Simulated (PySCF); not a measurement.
How good is the calculation?

Structure with atom numbers: `[CH2:1]=[CH:2][O:3][CH:4]=[CH2:5]` (H(Xn): hydrogen on atom n). Ha(C1), Ha(C5) are cis to O3; Hb(C1), Hb(C5) are trans to O3.

Measured values that the calculation should reproduce:  Coupling constants: ³J(H(C2),Hb(C1)) (cis) 6.4 Hz, ³J(H(C2),Ha(C1)) (trans) 14.0 Hz, ²J(Hb(C1),Ha(C1)) -1.8 Hz.

- GFN2-xTB geometry
- J: B3LYP/pcJ-1 (without the spin–dipole term)
- shieldings: GIAO PBE0/pcSseg-1
- code: PySCF 2.14.0 with density-fitted response routines
- fast rotation and ring inversion assumed for equivalent nuclei, in vacuum, non-relativistic, one computed conformer

Task: What does the calculation give, and how does it compare?

Result: 
Coupling constants in Hz:
| coupling | reference | computed | source |
| --- | --- | --- | --- |
| ³J(H(C2),Hb(C1)) cis | 6.4 | 7.3 | measured; solution (compiled); Pretsch, Buehlmann, Badertscher, Structure Determination of Organic Compounds, 4th ed., Springer 2009 |
| ³J(H(C2),Ha(C1)) trans | 14.0 | 13.9 | measured; solution (compiled); Pretsch, Buehlmann, Badertscher, Structure Determination of Organic Compounds, 4th ed., Springer 2009 |
| ²J(Hb(C1),Ha(C1)) | -1.8 | -2.9 | measured; solution (compiled); Pretsch, Buehlmann, Badertscher, Structure Determination of Organic Compounds, 4th ed., Springer 2009 |
